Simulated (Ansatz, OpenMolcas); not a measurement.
## Worked example: the enthalpy of formation of C2H5Al (SMILES C=[CH][AlH2])

C2H5Al has 8 atoms, charge 0, and is taken as a singlet. SMILES: `C=[CH][AlH2]`. The coordinates come from a PBE0-D4/def2-TZVP relaxation.

Total energies at r2SCAN/def2-SVPD (OpenMolcas 26.06); the atoms run unrestricted:

| species | state | energy (Eh) |
| --- | --- | --- |
| C2H5Al | singlet | -321.387463 |
| C | triplet | -37.788282 |
| Al | doublet | -242.247543 |
| H | doublet | -0.499209 |

Harmonic wavenumbers at PBE0-D4/def2-TZVP, in cm⁻¹: 157, 203, 416, 519, 624, 652, 783, 1004, 1020, 1066, 1284, 1437, 1640, 1916, 1924, 3106, 3127, 3185.

Measured heats of formation of the gaseous atoms at 298.15 K, in kJ/mol: C 716.9, Al 329.7, H 218.0. Spin-orbit lowering of the atoms at 298 K (mean of the ground term's levels less their thermal mean, from spectra), in kJ/mol: C 0.02, Al 0.17. Take 1 Eh = 2625.50 kJ/mol, 1 cm⁻¹ = 0.0119627 kJ/mol, RT = 2.479 kJ/mol.

Q: Work out the heat of formation of the gas at 298 K.

A: 
1. Electronic atomisation energy: 2 × (-37.788282) + (-242.247543) + 5 × (-0.499209) − (-321.387463) = 1.067311 Eh = 2802.2 kJ/mol.
2. Zero-point energy: half the sum of the wavenumbers, 12031.5 cm⁻¹ = 143.9 kJ/mol.
3. Thermal vibrational enthalpy, Σ hcν̃/(exp(hcν̃/kT) − 1): 5.7 kJ/mol. Translation, rotation and pV of a non-linear molecule: 4 RT = 9.9 kJ/mol.
4. The 8 free atoms carry 5/2 RT each: 49.6 kJ/mol.
5. Spin-orbit coupling lowers the free atoms by 2 × 0.02 + 0.17 = 0.2 kJ/mol.
6. Atomisation enthalpy at 298 K: 2802.2 − 0.2 − 143.9 − 5.7 − 9.9 + 49.6 = 2692.1 kJ/mol.
7. Sum of the atoms' heats of formation: 2853.5 kJ/mol. Heat of formation: 2853.5 − 2692.1 = +161.4 kJ/mol.

No measured value is set beside it here. Anharmonicity and any spin-orbit splitting of the molecule are left out.
